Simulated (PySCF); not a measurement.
# C4H8F2: the cost of one run

Computed with PySCF 2.14.0, with density-fitted response routines of our own, on a single molecule in the gas phase. Atoms count from 0, in the outputs and in this text.

## Step 1: The molecule as given

14 atoms, charge 0, multiplicity 1; geometry from: GFN2-xTB.

Bonds of the start (Å): C0–C1 1.52, C1–C2 1.52, C1–F3 1.40, C1–C4 1.54, C4–F5 1.37, C0–H6 1.09, C0–H7 1.09, C0–H8 1.09, C2–H9 1.09, C2–H10 1.09, C2–H11 1.09, C4–H12 1.09, C4–H13 1.09.

## Step 2: Ultraviolet spectrum: CAM-B3LYP/def2-SVPD

The job: settings as JSON, then the geometry in Å.

```
{"job": {"kind": "uv", "xc": "CAM-B3LYP", "basis": "def2-SVPD", "nstates": 8, "ntriplets": 3}, "charge": 0, "multiplicity": 1}
C      1.379807    -0.457271     0.125833
C     -0.070974    -0.036506    -0.066715
C     -1.047598    -0.973092     0.631456
F     -0.352576    -0.057378    -1.433914
C     -0.288962     1.421160     0.364361
F      0.004305     1.571345     1.693138
H      1.514430    -1.488427    -0.189983
H      2.034076     0.176681    -0.468135
H      1.647523    -0.364148     1.174421
H     -0.912933    -0.901198     1.706944
H     -0.874515    -1.998425     0.314607
H     -2.070079    -0.699820     0.380131
H      0.370146     2.090413    -0.197256
H     -1.333328     1.716192     0.222971
```

Level: TDDFT CAM-B3LYP/def2-SVPD, vertical, gas phase, core orbitals frozen in the response.

Run with:

```
OMP_NUM_THREADS=1 python probes_run.py task.json out
```

One launch serves the whole session: the jobs run in the order shown.

Q: Estimate the wall time and peak memory of this job on 1 thread of Arm Neoverse V1, shared host.

About 35 s, with a peak of 0.81 GiB.
